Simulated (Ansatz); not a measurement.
Relaxation of C₄H₄ClF (10 atoms, charge 0, multiplicity 1), to a largest force component of 0.02 eV/Å in at most 50 steps.

Computed with RKS PBE/cc-pVDZ in Ansatz.

```xyz
10
Properties=species:S:1:pos:R:3:forces:R:3
F 1.549 -3.010 1.514 -1.87 3.10 -2.26
C 0.873 -2.010 0.797 4.24 -5.23 3.85
C 0.287 -1.148 0.156 0.07 0.30 -0.33
C -0.289 -0.090 -0.605 0.43 3.68 -1.66
C -0.205 1.252 0.049 -0.29 0.77 1.03
Cl -1.038 2.535 -0.879 -0.15 -0.21 -0.01
H -1.399 -0.351 -0.691 -0.22 0.41 -0.39
H 0.089 -0.053 -1.623 0.32 -0.17 -0.93
H -0.633 1.277 1.115 0.74 0.03 -1.08
H -0.787 -1.092 0.331 -3.27 -2.69 1.78
```

Q: Where does it end, and by what steps?

A: The run converged. After 24 steps the energy has fallen by 7.720 eV; Cl6 moved furthest, 2.27 Å. Joined: C2–C5 (3.52 → 1.50 Å).

```
step  energy less start (eV)  largest force component (eV/Å)  accepted
   0                  0.0000                           5.230       yes
   1                 -1.1978                           2.418       yes
   2                 -1.8821                           2.115       yes
   3                 -2.3423                           2.120       yes
   4                 -2.7994                           1.739       yes
   5                 -3.1406                           1.686       yes
   6                 -3.5246                           1.761       yes
   7                 -3.7956                           1.390       yes
   8                 -3.9757                           1.041       yes
   9                 -4.1092                           0.550       yes
  10                 -4.2615                           0.442       yes
  11                 -4.4605                           0.872       yes
  12                 -4.7174                           1.217       yes
  13                 -5.0884                           1.740       yes
  14                 -5.6113                           1.504       yes
  15                 -6.2508                           1.557       yes
  16                 -6.9062                           1.167       yes
  17                 -7.3232                           1.524       yes
  18                 -7.5346                           0.974       yes
  19                 -7.6715                           0.270       yes
  20                 -7.6937                           0.485       yes
  21                 -7.7165                           0.176       yes
  22                 -7.7193                           0.103       yes
  23                 -7.7199                           0.046       yes
  24                 -7.7200                           0.010       yes
```

```xyz
10
Properties=species:S:1:pos:R:3
F 1.401 -0.988 1.733
C 0.521 -0.729 0.764
C -0.150 -1.482 -0.135
C -0.829 -0.253 -0.736
C -0.099 0.581 0.377
Cl 1.026 1.886 -0.194
H -1.937 -0.223 -0.680
H -0.497 0.022 -1.756
H -0.762 1.051 1.128
H -0.227 -2.557 -0.337
```

Whether the end is a true minimum wasn't checked by a vibrational analysis.

Time of the run: 54 s on 2 threads of AMD EPYC 7R13 Processor (Zen 3) (shared host), peak memory 0.17 GiB.
